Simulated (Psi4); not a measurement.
# BClO (boron chloride oxide): levels of theory compared

Aim: a comparison of 3 runs (PBE0/def2-SVP, MP2/aug-cc-pV(D+d)Z, OMP2/cc-pVDZ) of BClO (boron chloride oxide). 

Program for the calculation: Psi4 1.11.

3 further runs of the same task are left out: 1 that didn't finish, 2 set aside as unsound or not needed.

## (1) The structure to begin with

The species is BClO (3 atoms), meant as a singlet with charge 0. SMILES: `O=BCl`. Geometry: relaxed at GFN2-xTB.

Bond lengths: O1–B2 1.193 Å, B2–Cl3 1.639 Å. Angles: O1–B2–Cl3 179.9°.

## (2) The energy at PBE0/def2-SVP (run 1)

Input file bclo.json:

```json
{
 "schema_name": "qcschema_input",
 "schema_version": 1,
 "molecule": {
  "schema_name": "qcschema_molecule",
  "schema_version": 2,
  "symbols": ["O", "B", "Cl"],
  "geometry": [1.92668917, 1.14555198, 1.18483938, 0.21369023, 0.12589355, 0.13127927, -2.1403794, -1.27142663, -1.31611866],
  "molecular_charge": 0,
  "molecular_multiplicity": 1,
  "fix_symmetry": "c1",
  "fix_com": true,
  "fix_orientation": true
 },
 "driver": "energy",
 "model": {
  "method": "pbe0",
  "basis": "def2-SVP"
 },
 "keywords": {
  "puream": true,
  "e_convergence": 1e-09,
  "d_convergence": 1e-08,
  "scf_type": "pk",
  "dft_radial_points": 99,
  "dft_spherical_points": 590,
  "scf_properties": ["MAYER_INDICES", "LOWDIN_CHARGES", "QUADRUPOLE"]
 }
}
```

Launch:

```
$ psi4 --qcschema bclo.json -n 1 --memory 1600MB
```

stdout:

```text
[...]
  Running in c1 symmetry.
[...]
  Nuclear repulsion =   70.603102134376172
[...]
  Multiplicity = 1
[...]
  Nalpha       = 15
  Nbeta        = 15
[...]
    Number of basis functions: 46
[...]
   @RKS iter   1:  -559.65555448673422   -1.59975e-01   1.51834e-02 DIIS/ADIIS
[...]
   @RKS iter  11:  -559.86408979121427    0.00000e+00   2.97503e-09 DIIS
[...]
    Orbital Energies [Eh]
    ---------------------
    Doubly Occupied:
       1A   -101.742898     2A    -19.212634     3A     -9.596338
       4A     -7.335507     5A     -7.328598     6A     -7.328598
       7A     -6.864455     8A     -1.008098     9A     -0.929976
      10A     -0.530848    11A     -0.435969    12A     -0.433495
      13A     -0.433495    14A     -0.359984    15A     -0.359984
[...]
  @RKS Final Energy:  -559.86408979121427
   => Energetics <=
    Nuclear Repulsion Energy =             70.6031021343761722
    One-Electron Energy =                -911.3355708203825998
    Two-Electron Energy =                 311.6106422865161676
    DFT Exchange-Correlation Energy =     -30.7422633917239807
    Empirical Dispersion Energy =           0.0000000000000000
    VV10 Nonlocal Energy =                  0.0000000000000000
    Total Energy =                       -559.8640897912142691
[...]
 Multipole Moments:
 ------------------------------------------------------------------------------------
     Multipole            Electronic (a.u.)      Nuclear  (a.u.)        Total (a.u.)
 ------------------------------------------------------------------------------------
 L = 1.  Multiply by 2.5417464519 to convert [e a0] to [Debye]
 Dipole X            :         19.1301522          -19.9044853           -0.7743331
 Dipole Y            :         11.3593809          -11.8203691           -0.4609882
 Dipole Z            :         11.7626535          -12.2389058           -0.4762523
 Magnitude           :                                                    1.0192733
 L = 2.  Multiply by 1.3450342976 to convert [e a0^2] to [Debye ang]
 Quadrupole XX       :       -125.2868426          107.8061744          -17.4806681
 Quadrupole XY       :        -64.7784802           64.0541931           -0.7242871
[...]
```

The result, in JSON:

```text
{
 "driver": "energy",
 "model": {
  "method": "pbe0",
  "basis": "def2-SVP"
 },
 "success": true,
 "return_result": -559.8640897912143,
 "properties": {
  "calcinfo_nbasis": 46,
  "calcinfo_nmo": 46,
  "calcinfo_nalpha": 15,
  "calcinfo_nbeta": 15,
  "calcinfo_natom": 3,
  "nuclear_repulsion_energy": 70.60310213437617,
  "return_energy": -559.8640897912143,
  "scf_one_electron_energy": -911.3355708203826,
  "scf_two_electron_energy": 311.61064228651617,
  "scf_xc_energy": -30.74226339172398,
  "scf_dipole_moment": [-0.7743330921666072, -0.4609882358070294, -0.4762523150727933],
  "scf_total_energy": -559.8640897912143,
  "scf_iterations": 11
 }
}
```

Run time: 3.9 s. Hardware: 1 thread of Intel Xeon 6975P-C (Granite Rapids), shared host; peak memory 0.39 GiB.

## (3) A single-point energy at MP2/aug-cc-pV(D+d)Z (Cholesky decomposition, ddPCM carbon tetrachloride) (run 2)

Input file bclo.xyz:

```xyz
3
BClO
O      1.019560     0.606200     0.626990
B      0.113080     0.066620     0.069470
Cl    -1.132640    -0.672810    -0.696460
```

Input file run.py:

```python
import psi4

psi4.set_memory(1600000000)
psi4.set_num_threads(1)
psi4.set_output_file('run.log', False)

with open('bclo.xyz') as f:
    atoms = ''.join(f.readlines()[2:])
geom = psi4.geometry('0 1\n' + atoms + 'symmetry c1')

options = {'basis': 'aug-cc-pV(D+d)Z', 'scf_type': 'cd', 'freeze_core': True, 'mp2_type': 'conv', 'ddx': True, 'ddx_model': 'pcm', 'ddx_solvent': 'carbontetrachloride', 'ddx_radii_set': 'uff'}
psi4.set_options(options)

result = psi4.energy("mp2")
print(f'mp2 energy: {result:.10f} Eh')
```

Launch:

```
$ python run.py
```

run.log:

```text
[...]
  Running in c1 symmetry.
[...]
  Nuclear repulsion =   70.603102143163071
[...]
  Multiplicity = 1
[...]
  Nalpha       = 15
  Nbeta        = 15
[...]
    Number of basis functions: 78
[...]
   @RHF iter   1:  -559.01920950131375   -6.25528e-01   7.21190e-03 DIIS/ADIIS
[...]
   @RHF iter  11:  -559.14987586529662    4.54747e-13   2.15676e-09 DIIS
[...]
    Orbital Energies [Eh]
    ---------------------
    Doubly Occupied:
       1A   -104.897877     2A    -20.569796     3A    -10.627352
       4A     -8.095028     5A     -8.091732     6A     -8.091731
       7A     -7.704727     8A     -1.345799     9A     -1.188556
      10A     -0.685021    11A     -0.633747    12A     -0.575578
      13A     -0.575569    14A     -0.499585    15A     -0.499571
[...]
  @RHF Final Energy:  -559.14987586529662
   => Energetics <=
    Nuclear Repulsion Energy =             70.6031021431630705
    One-Electron Energy =                -911.2416852890934251
    Two-Electron Energy =                 281.4924816400189229
    DD Solvation Energy =                 -0.0037743593850746
    Total Energy =                       -559.1498758652965080
[...]
 Multipole Moments:
 ------------------------------------------------------------------------------------
     Multipole            Electronic (a.u.)      Nuclear  (a.u.)        Total (a.u.)
 ------------------------------------------------------------------------------------
 L = 1.  Multiply by 2.5417464519 to convert [e a0] to [Debye]
 Dipole X            :         -1.5436237            0.3171461           -1.2264776
 Dipole Y            :         -0.7877563            0.1620744           -0.6256819
 Dipole Z            :          0.0000000            0.0000000            0.0000000
 Magnitude           :                                                    1.3768533
[...]
	SCS-MP2 Total Energy (a.u.)        :  -559.55199162396480
	SOS-MP2 Total Energy (a.u.)        :  -559.54403464986376
	SCSN-MP2 Total Energy (a.u.)       :  -559.35197779489715
[...]
	SOS-PI-MP2 Total Energy (a.u.)     :  -559.57435455636892
[...]
	MP2 Total Energy (a.u.)            :  -559.56790557216664
[...]
```

On the terminal:

```text
mp2 energy: -559.5679055722 Eh
```

Run time: 6.9 s. Hardware: 1 thread of Intel Xeon 6975P-C (Granite Rapids), shared host; peak memory 0.45 GiB.

## (4) A single-point energy at OMP2/cc-pVDZ (density fitting, density fitting for correlation) (run 3)

Input file job.dat:

```
memory 1600 mb

molecule {
  0 1
  O      1.92668917     1.14555198     1.18483938
  B      0.21369023     0.12589355     0.13127927
  Cl    -2.14037940    -1.27142663    -1.31611866
  units bohr
  no_reorient
  no_com
}

set basis cc-pVDZ
set scf_type df
set freeze_core true
set mp2_type df

energy_value = energy('omp2')
print_variables()
```

Launch:

```
$ psi4 -i job.dat -o job.out -n 1
```

job.out:

```text
[...]
  Running in c1 symmetry.
[...]
  Nuclear repulsion =   70.603102134376172
[...]
  Multiplicity = 1
[...]
  Nalpha       = 15
  Nbeta        = 15
[...]
    Number of basis functions: 46
[...]
   @DF-RHF iter   1:  -559.01393166666810   -5.65821e-01   1.15762e-02 DIIS/ADIIS
[...]
   @DF-RHF iter  11:  -559.13702054427335   -1.47793e-12   4.23912e-09 DIIS
[...]
    Orbital Energies [Eh]
    ---------------------
    Doubly Occupied:
       1A   -104.898227     2A    -20.561819     3A    -10.628329
       4A     -8.095992     5A     -8.092481     6A     -8.092481
       7A     -7.700752     8A     -1.336924     9A     -1.191117
      10A     -0.684304    11A     -0.625515    12A     -0.574196
      13A     -0.574196    14A     -0.494559    15A     -0.494559
[...]
  @DF-RHF Final Energy:  -559.13702054427335
   => Energetics <=
    Nuclear Repulsion Energy =             70.6031021343761722
    One-Electron Energy =                -911.3893448401413480
    Two-Electron Energy =                 281.6492221614918208
    Total Energy =                       -559.1370205442733550
[...]
 Multipole Moments:
 ------------------------------------------------------------------------------------
     Multipole            Electronic (a.u.)      Nuclear  (a.u.)        Total (a.u.)
 ------------------------------------------------------------------------------------
 L = 1.  Multiply by 2.5417464519 to convert [e a0] to [Debye]
 Dipole X            :         19.0381390          -19.9044853           -0.8663463
 Dipole Y            :         11.3044529          -11.8203691           -0.5159162
 Dipole Z            :         11.7060440          -12.2389058           -0.5328618
 Magnitude           :                                                    1.1404680
[...]
	Warning: cc_lambda option is changed to TRUE
	For this residual convergence, default PCG convergence is:     1.00e-07
[...]
	DF-MP2 Total Energy (a.u.)         :  -559.53134495969994
[...]
	DF-MP2 Total Energy (a.u.)         :  -559.53867163846917
[...]
	DF-OMP2 Total Energy (a.u.)        :  -559.53867163854284
[...]
```

Wall time 3 s (1 thread of Intel Xeon 6975P-C (Granite Rapids), shared host); peak memory 0.24 GiB.

## (5) Overview of the runs

| run | level | integrals | integral approximation | energy (Eh) | HOMO energy (eV) | LUMO energy (eV) | HOMO–LUMO gap (eV) | wall time |
| --- | --- | --- | --- | --- | --- | --- | --- | --- |
| 1 | PBE0/def2-SVP | pk | none | -559.864090 | -9.80 | 0.81 | 10.61 | 3.9 s |
| 2 | MP2/aug-cc-pV(D+d)Z (Cholesky decomposition, ddPCM carbon tetrachloride) | cd | Cholesky | -559.567906 | -13.59 | -0.02 | 13.57 | 6.9 s |
| 3 | OMP2/cc-pVDZ (density fitting, density fitting for correlation) | df | program's default | -559.538672 | -13.46 | 4.50 | 17.95 | 3 s |

## (6) Outcome

| quantity | value |
| --- | --- |
| run 3: total energy | -559.53867 Eh |
| run 3: HOMO energy (Hartree–Fock orbitals) | -13.46 eV |
| run 3: LUMO energy (Hartree–Fock orbitals) | 4.50 eV |
| run 3: HOMO–LUMO gap (Hartree–Fock orbitals) | 17.95 eV |
| run 3: correlation energy (7 core orbitals frozen) | -401.7 mEh |

All runs together took 14 s, the longest 6.9 s.
